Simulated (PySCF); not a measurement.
# Stationary points of SO₂

All numbers come from B3LYP/[S def2-TZVP, O def2-TZVP], no relativity, density fitting, PySCF.

Relaxations began from a few typed shapes. The search is not exhaustive: other isomers or separated fragments can lie lower, and high-lying points may rest on an excited occupation.

```csv
spin,group,bonds,angles,imaginary modes (cm⁻¹),ΔE (kJ/mol),ΔE with ZPE (kJ/mol)
singlet,C2v,S–O 1.439 Å (×2),O–S–O 118.9°,none,0.0,0.0
singlet,D∞h,S–O 1.457 Å (×2),O–S–O 180.0°,"729i, 729i",264.5,–
```

The lowest minimum found is the singlet C2v: S–O 1.439 Å (×2); O–S–O 118.9°.

Counting electrons, sulfur keeps 2 of its valence electrons outside its bonds, so the VSEPR class is AX2E1 and the expected shape is bent (C2v), as computed.
